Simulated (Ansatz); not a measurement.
Process, species as SMILES: FCF + 2 [H][H] (H2) → C (CH4) + 2 F (HF)
B3LYP-D3(BJ)/def2-TZVP geometries, fixed; electronic energies without zero-point terms.

The energy of full hydrogenation at MP2 with Ansatz (a program for electronic structure), in kcal/mol, split into its Hartree-Fock and correlation parts. Cores are frozen. No added dispersion term, no relativity. Functions are those of the species that has most.

```tsv
basis	X	functions	Hartree-Fock	MP2
aug-cc-pVDZ	2	87	-48.21	-51.68
aug-cc-pVTZ	3	184	-44.15	-48.69
aug-cc-pVQZ	4	332	-44.31	-48.98
```

Worked estimate of the basis-set limit from each neighbouring pair, with Hartree-Fock from the larger set and the correlation part extrapolated as X^-3.
Correlation parts: X = 2: -3.47, X = 3: -4.54, X = 4: -4.67.
- (2,3): (27·(-4.54) - 8·(-3.47))/19 = -4.99; with Hartree-Fock -44.15 the estimate is -49.14 kcal/mol.
- (3,4): (64·(-4.67) - 27·(-4.54))/37 = -4.76; with Hartree-Fock -44.31 the estimate is -49.07 kcal/mol.
The last two estimates differ by 0.07 kcal/mol; the largest set lies 0.09 from the last. Over the last step Hartree-Fock moves by -0.16 and the correlation part by -0.13.
